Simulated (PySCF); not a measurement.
Molecule: SMILES CC(C)C(=O)Cl, C4H7ClO.

Structure with atom numbers: `[CH3:1][CH:2]([CH3:3])[C:4](=[O:5])[Cl:6]`; H(Xn) means a hydrogen on atom n.

Geometry PBE0-D3(BJ)/def2-SVP throughout; GIAO in PySCF 2.14, gas phase, one conformer, non-relativistic; equivalent atoms averaged; functional PBE0.

Task: How do the absolute shieldings σ depend on the basis set? (ppm; last column core-seconds on 1 thread of an Arm Neoverse V1, shared host)

Result: 
| basis set | functions | C4 | C2 | C1/C3 | O5 | Cl6 | H(C2) | H(C1)/H(C3) | core-s |
| --- | --- | --- | --- | --- | --- | --- | --- | --- | --- |
| STO-3G | 41 | 112.8 | 193.6 | 212.4 | -134.9 | 801.2 | 30.40 | 31.41 | 3.4 |
| 6-31G | 72 | 19.6 | 152.5 | 179.4 | -242.7 | 524.9 | 29.92 | 31.28 | 6.8 |
| 6-31G* | 102 | 20.6 | 148.9 | 175.1 | -195.8 | 548.2 | 29.34 | 30.79 | 9.4 |
| def2-SVP | 123 | 13.0 | 149.0 | 174.5 | -201.1 | 566.6 | 28.90 | 30.27 | 11 |
| 6-311+G(2d,p) | 212 | 0.1 | 137.0 | 166.9 | -229.3 | 503.7 | 28.63 | 30.28 | 24 |
| def2-TZVP | 234 | -1.9 | 136.5 | 166.3 | -234.5 | 479.2 | 28.61 | 30.25 | 29 |

Task: Which nucleus moves most, in ppm?

Result: Cl6 (chlorine bonded to C): from 479.2 ppm with def2-TZVP to 801.2 ppm with STO-3G. The smallest spread is 1.16 ppm, at H(C1)/H(C3). Proton shifts span only some 12 ppm, so a few tenths of a ppm matter as much there as several ppm in carbon.

Task: Taking the largest basis, def2-TZVP (234 functions), as the yardstick, rank the others by their worst heavy-atom deviation.

Result: 6-311+G(2d,p) 24.5 ppm (212 functions), 6-31G 45.7 ppm (72 functions), 6-31G* 69.0 ppm (102 functions), def2-SVP 87.4 ppm (123 functions), STO-3G 322.1 ppm (41 functions).

A small basis that lands close on one nucleus may do so by chance; judge by the trend and by all nuclei.
